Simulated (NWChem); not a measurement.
**SiH2S (SMILES [SiH]S): levels of theory compared**

Wanted: a comparison of 6 runs (HF/STO-3G, HF/6-31G, HF/pcseg-1, TPSS/6-31G*, B3LYP/6-31G*, wB97X/6-311G**) of SiH2S. 

Program for the calculation: NWChem 7.3.0.

**1. The structure to begin with**

SiH2S: 4 atoms, total charge 0, spin state singlet. SMILES: `[SiH]S`. The coordinates come from a PBE0-D4/def2-TZVP relaxation.

Bond lengths: Si1–S2 2.115 Å, Si1–H3 1.525 Å, S2–H4 1.346 Å. Angles: Si1–S2–H4 97.5°, S2–Si1–H3 89.3°.

**2. Energy and gradient at HF/STO-3G (run 1)**

File h2ssi.xyz:

```xyz
4
H2SSi gradient
Si    -0.262800    -1.074400     0.161100
S      0.190500     0.958800    -0.206600
H      1.017500    -1.190800     0.981400
H     -0.889700     1.246000    -0.956200
```

File h2ssi.nw:

```
start h2ssi
title "H2SSi gradient"
memory stack 880 mb heap 220 mb global 1100 mb
geometry units angstrom noautosym nocenter noautoz
   load format xyz h2ssi.xyz
end
basis spherical bse
   * library STO-3G
end
scf
   thresh 1e-08
   maxiter 80
   noprint "final vectors analysis"
end
task scf gradient
```

Started as:

```sh
$ nwchem h2ssi.nw > h2ssi.out
```

The program printed:

```text
[...]
  functions       =    20
[...]
  wavefunction    = RHF
[...]
         Total SCF energy =   -679.894035799712
      One-electron energy =  -1094.043813500208
      Two-electron energy =    340.756694447180
 Nuclear repulsion energy =     73.393083253316
        Time for solution =      0.3s
[...]
                         RHF ENERGY GRADIENTS
    atom               coordinates                        gradient
                 x          y          z           x          y          z
   1 Si     -0.496620  -2.030322   0.304435   -0.032724  -0.013242  -0.015850
   2 S       0.359993   1.811869  -0.390417    0.016216   0.009927   0.006707
   3 H       1.922796  -2.250286   1.854577    0.026710   0.001974   0.015750
   4 H      -1.681289   2.354599  -1.806956   -0.010202   0.001340  -0.006607
[...]
```

Run time: 1.1 s. Hardware: 1 thread of Intel Xeon Platinum 8488C (Sapphire Rapids), shared host; peak memory 0.099 GiB.

**3. Energy and forces at HF/6-31G (run 2)**

File run.py:

```python
from ase import Atoms
from ase.calculators.nwchem import NWChem

system = Atoms(['Si', 'S', 'H', 'H'], positions=[
    [-0.262800, -1.074400, 0.161100],
    [0.190500, 0.958800, -0.206600],
    [1.017500, -1.190800, 0.981400],
    [-0.889700, 1.246000, -0.956200],
])

calc = NWChem(
    label='a',
    theory='scf',
    memory='2200 mb',
    basis='6-31G',
    basispar='spherical bse',
    scf={'nopen': '0', 'rhf': None, 'thresh': '1e-08', 'maxiter': '80'},
)
system.calc = calc

forces = system.get_forces()
print("Total energy (eV):", round(system.get_potential_energy(), 6))
print("forces (eV/A):")
for s, f in zip(system.symbols, forces):
    print(f"{s:2s} {f[0]:10.5f} {f[1]:10.5f} {f[2]:10.5f}")
print("dipole (e A):", system.get_dipole_moment().round(4))
```

Started as:

```sh
$ export ASE_NWCHEM_COMMAND="nwchem PREFIX.nwi > PREFIX.nwo"
$ python run.py
```

The program printed:

```text
Total energy (eV): -18707.742591
forces (eV/A):
Si   -0.08582   -1.95913    0.57017
S     0.11174    1.84564   -0.51468
H     0.01219   -0.32926    0.11009
H    -0.03805    0.44280   -0.16558
dipole (e A): [-0.1985 -0.2051 -0.0561]
```

The calculator wrote a.nwi:

```
title "a"

permanent_dir a

scratch_dir a

start a

geometry units angstrom nocenter noautosym noautoz
  Si -2.6279999999999998e-01 -1.0744000000000000e+00 1.6109999999999999e-01
  S  1.9050000000000000e-01 9.5879999999999999e-01 -2.0660000000000001e-01
  H  1.0175000000000001e+00 -1.1908000000000001e+00 9.8140000000000005e-01
  H  -8.8970000000000005e-01 1.2460000000000000e+00 -9.5620000000000005e-01
end

memory 2200 mb

basis spherical bse noprint
   * library 6-31G
end

scf
  nopen 0
  rhf
  thresh 1e-08
  maxiter 80
end

task scf gradient
```

a.nwo:

```text
Northwest Computational Chemistry Package (NWChem) 7.3.0
             --------------------------------------------------------

           Job information
           ---------------

    nwchem branch   = 7.3.0
    use scalapack   = T
    input           = a.nwi
    prefix          = a.
    data base       = a/a.db
    status          = startup
    nproc           =        1

           Memory information
           ------------------

[... 5 lines left out ...]
    hardfail = no
[... 119 lines left out ...]
         Quadratically convergent ROHF
[... 14 lines left out ...]
       Final RHF  results
[... 4 lines left out ...]
      Two-electron energy =    336.522372815452
[... 35 lines left out ...]
                       ROHF Final Molecular Orbital Analysis
[... 203 lines left out ...]
                 ----------------------------------------
                 |  Time  |  1-e(secs)   |  2-e(secs)   |
                 ----------------------------------------
                 |  CPU   |       0.00   |       0.97   |
                 ----------------------------------------
                 |  WALL  |       0.00   |       0.97   |
                 ----------------------------------------

 Task  times  cpu:        3.1s     wall:        3.1s
 Total times  cpu:        3.1s     wall:        3.1s
```

Run time: 4.2 s. Hardware: 1 thread of Intel Xeon Platinum 8488C (Sapphire Rapids), shared host; peak memory 0.096 GiB.

Runs 3 to 4 aren't shown in full; the table further down has their settings and results.

**4. Energy and forces at B3LYP/6-31G(d) (Cartesian functions) (run 5)**

File nw.nw:

```
start nw
title "H2SSi"
memory 2200 mb

geometry units bohr noautosym nocenter noautoz
   Si  -0.49662003  -2.03032175   0.30443488
   S    0.35999283   1.81186941  -0.39041742
   H    1.92279633  -2.25028587   1.85457722
   H   -1.68128933   2.35459875  -1.80695612
end

basis cartesian
   * library 6-31G*
end

dft
   xc b3lyp
   grid xfine
   convergence energy 1e-08
   maxiter 100
   mulliken
   print medium
end

task dft gradient
```

Started as:

```sh
$ nwchem nw.nw > nw.out
```

The program printed:

```text
[...]
          Wavefunction type:  closed shell.
          No. of atoms     :     4
          No. of electrons :    32
[...]
          Charge           :     0
          Spin multiplicity:     1
[...]
          AO basis - number of functions:    42
[...]
              XC Information
              --------------
                         B3LYP Method XC Potential
                     Hartree-Fock (Exact) Exchange  0.200
                        Slater Exchange Functional  0.800 local
                    Becke 1988 Exchange Functional  0.720 non-local
              Lee-Yang-Parr Correlation Functional  0.810
                  VWN I RPA Correlation Functional  0.190 local
[...]
 d= 0,ls=0.0,diis     1   -688.8363985896 -7.62D+02  1.97D-02  2.89D-01     0.9
[...]
 d= 0,ls=0.0,diis     8   -688.8649943072 -7.03D-10  1.90D-06  1.76D-09     5.6
         Total DFT energy =     -688.864994307170
      One electron energy =    -1098.207504881249
           Coulomb energy =      383.269550835257
    Exchange-Corr. energy =      -47.320118152848
 Nuclear repulsion energy =       73.393077891671
[...]
  wavefunction    = closed shell
                         DFT ENERGY GRADIENTS
    atom               coordinates                        gradient
                 x          y          z           x          y          z
   1 Si     -0.496620  -2.030322   0.304435    0.001096   0.009542  -0.002388
   2 S       0.359993   1.811869  -0.390417   -0.003067  -0.008187   0.000680
   3 H       1.922796  -2.250286   1.854577   -0.000461   0.001219  -0.000632
   4 H      -1.681289   2.354599  -1.806956    0.002432  -0.002574   0.002340
[...]
```

Wall time 8.4 s (1 thread of Intel Xeon Platinum 8488C (Sapphire Rapids), shared host); peak memory 0.12 GiB.

**5. Energy and forces at wB97X/6-311G(d,p) (run 6)**

File sp.nw:

```
start sp
title "H2SSi"
memory stack 880 mb heap 220 mb global 1100 mb
charge 0

geometry units au noautosym nocenter noautoz
  Si -0.49662003 -2.03032175  0.30443488
  S   0.35999283  1.81186941 -0.39041742
  H   1.92279633 -2.25028587  1.85457722
  H  -1.68128933  2.35459875 -1.80695612
end

basis spherical bse
  * library 6-311G**
end

dft
  xc wb97x
  grid xfine
  convergence energy 1e-08
  maxiter 100
  mulliken
  noprint "final vectors analysis"
end

task dft gradient
```

Started as:

```sh
$ nwchem sp.nw > sp.out
```

The program printed:

```text
[...]
          Wavefunction type:  closed shell.
          No. of atoms     :     4
          No. of electrons :    32
[...]
          Charge           :     0
          Spin multiplicity:     1
[...]
          AO basis - number of functions:    64
[...]
              XC Information
              --------------
                       wb97x  Method XC Functional
                     Hartree-Fock (Exact) Exchange  1.000
                         wb97x Exchange Functional  1.000
                      wb97x Correlation Functional  1.000
[...]
 d= 0,ls=0.0,diis     1   -688.8302944207 -7.62D+02  7.10D-03  8.91D-01     2.3
[...]
 d= 0,ls=0.0,diis    10   -688.8617379239 -4.23D-09  6.45D-07  3.51D-10    21.2
         Total DFT energy =     -688.861737923935
      One electron energy =    -1098.424010970851
           Coulomb energy =      383.469082904626
    Exchange-Corr. energy =      -47.299887749381
 Nuclear repulsion energy =       73.393077891671
[...]
  wavefunction    = closed shell
[...]
                         DFT ENERGY GRADIENTS
    atom               coordinates                        gradient
                 x          y          z           x          y          z
   1 Si     -0.496620  -2.030322   0.304435   -0.002906   0.000855  -0.002079
   2 S       0.359993   1.811869  -0.390417    0.002082  -0.001741   0.001780
   3 H       1.922796  -2.250286   1.854577    0.002085   0.001266   0.000908
   4 H      -1.681289   2.354599  -1.806956   -0.001260  -0.000380  -0.000609
[...]
```

Wall time 27 s (1 thread of Intel Xeon Platinum 8488C (Sapphire Rapids), shared host); peak memory 0.12 GiB.

**6. All runs side by side**

| run | level | iteration cap | module | energy (Eh) | dipole moment (D) | largest force (eV/Å) | wall time |
| --- | --- | --- | --- | --- | --- | --- | --- |
| 1 | HF/STO-3G | 80 | scf | -679.894036 | 1.21 | 1.990 | 1.1 s |
| 2 | HF/6-31G | 80 | scf | -687.496865 | 1.40 | 2.042 | 4.2 s |
| 3 | HF/pcseg-1 | 80 | scf | -687.552235 | – | 0.643 | 3.9 s |
| 4 | TPSS/6-31G* (spherical functions) | 100 | dft | -688.868880 | 0.70 | 0.503 | 12 s |
| 5 | B3LYP/6-31G* (Cartesian functions) | 100 | dft | -688.864994 | 0.72 | 0.509 | 8.4 s |
| 6 | wB97X/6-311G** | 100 | dft | -688.861738 | 0.88 | 0.189 | 27 s |

**7. Summary of results**

| quantity | value |
| --- | --- |
| run 6: total energy | -688.86174 Eh |
| run 6: dipole moment | 0.88 D |
| run 6: largest force on an atom | 0.189 eV/Å |

In words: Over runs 1, 2, 4, 5, 6 the dipole moment (its size) runs from 0.70 D (TPSS/6-31G*) to 1.40 D (HF/6-31G). The two ends differ in method and basis. Over runs 2, 4, 5 the HOMO–LUMO gap runs from 2.72 eV (TPSS/6-31G*) to 9.62 eV (HF/6-31G). Totals of different functionals can't be ranked against each other. In run 1 the basis is minimal, so the values are rough. All runs together took 57 s, the longest 27 s.
